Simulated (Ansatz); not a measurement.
The input, for Ansatz 0.2.0:

```yaml
crystal:
  periodic: [false, false, false]
  atoms:
    - {symbol: Si, position_ang: [0.000000, 0.000000, 0.000000]}
    - {symbol: Br, position_ang: [0.000000, 0.000000, 2.143900]}
basis:
  gaussian: {orbitals: 6-31G, fitting: {mean_field: def2-universal-jkfit}}
total_charge: 1
magnetization: {spin_polarized: false}
correlation: {method: ccsd_t, electrons: valence}
```

```sh
$ ansatz run in.yaml --threads 1 --pin off --events-out ev --progress --plain --max-ram 2393MiB
```

(1) Roughly how long does this take on 1 thread of Arm Neoverse V1, shared host, and how much host memory?

```
394 factors; integrals over basis functions are off by at most 9.9e-4 eV
mean field evaluation 1: about -77839.7871 eV, gradient 2.4e1 eV
mean field evaluation 2: about -77840.9799 eV, gradient 2.1e1 eV
mean field evaluation 4: about -77842.1083 eV, gradient 5.1e-1 eV
mean field evaluation 8: about -77839.7872 eV, gradient 2.4e1 eV
mean field -77842.11150725 eV, -2860.6448346130 hartree, gradient 5.4e-7 eV, S^2 0.000000; 0 other end points of the search recorded, 0 dependent functions left out
14 core orbitals not correlated: weight in the atoms' cores, before any rotation towards them, 1.000 or more for the frozen orbitals, at most 0.000 for the correlated occupied ones
reference -77842.11150725 eV, -2860.6448346130 hartree; 10, 10 occupied and 18, 18 virtual orbitals, 394 factors
second order -5.91755730 eV of doubles, -0.00000000 eV of singles
cycle   1  -5.79899957 eV  change    1.2e-1 eV  update   1.1e-1
cycle   2  -6.02252620 eV  change   -2.2e-1 eV  update   3.6e-2
cycle   3  -6.09391384 eV  change   -7.1e-2 eV  update   2.3e-2
cycle   4  -6.07801329 eV  change    1.6e-2 eV  update   4.2e-3
cycle   5  -6.08273559 eV  change   -4.7e-3 eV  update   1.7e-3
cycle   6  -6.08231728 eV  change    4.2e-4 eV  update   5.1e-4
cycle   7  -6.08194941 eV  change    3.7e-4 eV  update   8.3e-5
cycle   8  -6.08201636 eV  change   -6.7e-5 eV  update   2.8e-5
cycle   9  -6.08201576 eV  change    6.0e-7 eV  update   7.2e-6
perturbative correction -0.15768946 eV, -0.0057949809 hartree
Total energy: -77848.35121247 eV, -2860.8741395507 hartree
```

The T1 diagnostic is 0.021.

Results:

(1) 0.57 s wall and 0.07 GiB.
